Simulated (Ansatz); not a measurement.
in.yaml

```yaml
crystal:
  periodic: [false, false, false]
  atoms:
    - {symbol: Ru, position_ang: [0.000000, 0.000000, 0.000000]}
    - {symbol: O, position_ang: [0.000000, 0.000000, 1.666400]}
basis:
  gaussian: {orbitals: def2-SVP}
magnetization: {spin_polarized: true, initial_magnetization: 4}
hamiltonian: {xc: {name: r2SCAN}}
output: {forces: true}
```

```sh
$ ansatz run in.yaml --threads 1 --pin off --events-out ev --progress --plain --max-ram 2393MiB
```

Log:

```
442 factors; their error is unknown
mean field evaluation 1: about -4619.9729 eV, gradient 3.5e1 eV
mean field evaluation 2: about -4528.0136 eV, gradient 1.4e2 eV
mean field evaluation 4: about -4624.4452 eV, gradient 1.4e1 eV
mean field evaluation 8: about -4625.2394 eV, gradient 4.6e-2 eV
mean field evaluation 16: about -4625.2310 eV, gradient 2.2e-5 eV
mean field evaluation 32: about -4625.1782 eV, gradient 4.8e0 eV
mean field -4625.23099559 eV, -169.9741039939 hartree, gradient 2.1e-5 eV, S^2 6.006968; 4 other end points of the search recorded, 0 dependent functions left out
the calculation of the forces begins
reference -4625.23102003 eV, -169.9741048919 hartree; 14, 10 occupied and 31, 35 virtual orbitals, 442 factors
Total energy: -4625.23102003 eV, -169.9741048919 hartree
Atom 0 at     0.000000     0.000000     0.000000 Å, force    -0.000000    -0.000000    -1.368054 eV/Å
Atom 1 at     0.000000     0.000000     1.666400 Å, force     0.000000     0.000000     1.368054 eV/Å
Dipole moment:     0.000000    -0.000000    -0.647458 e Å
```

Forces (eV/Å):
```
Ru   0.000  0.000 -1.368
O    0.000  0.000  1.368
```

Ran on 1 thread of Arm Neoverse V2, shared host: 9 s wall, 0.13 GiB peak host memory.
